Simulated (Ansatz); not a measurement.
Mulliken charges of CH₂O₂S₂, SMILES `OC1(O)SS1` from PBE/def2-TZVPP in Ansatz (PBE0-D4/def2-TZVP geometry).

```json
{"atom": "O1", "x (Å)": "-0.490", "y (Å)": "0.200", "z (Å)": "1.093", "charge (e)": "-0.251"}
{"atom": "C2", "x (Å)": "0.029", "y (Å)": "-0.139", "z (Å)": "-0.124", "charge (e)": "0.278"}
{"atom": "O3", "x (Å)": "1.099", "y (Å)": "-0.947", "z (Å)": "0.048", "charge (e)": "-0.226"}
{"atom": "S4", "x (Å)": "-1.053", "y (Å)": "-0.573", "z (Å)": "-1.483", "charge (e)": "-0.083"}
{"atom": "S5", "x (Å)": "0.096", "y (Å)": "1.184", "z (Å)": "-1.395", "charge (e)": "-0.136"}
{"atom": "H6", "x (Å)": "-1.166", "y (Å)": "0.873", "z (Å)": "0.959", "charge (e)": "0.214"}
{"atom": "H7", "x (Å)": "1.546", "y (Å)": "-0.665", "z (Å)": "0.856", "charge (e)": "0.204"}
```

Question: By hand: the dipole of these point charges (1 e Å = 4.8032 D).

Answer: Σ q r = (0.023, 0.063, 0.373) e Å, of length 0.379 e Å = 1.82 D.

Question: How does the dipole of the full density compare? (Estimate.)

Answer: Computed: (-0.004, 0.192, 0.376) e Å, 2.03 D; the point charges give 0.90 times that, at 18° from its direction.

Point charges leave out the atoms' own dipoles, such as those of lone pairs, and Mulliken's split depends on the basis, so the close match here is no proof of good charges.
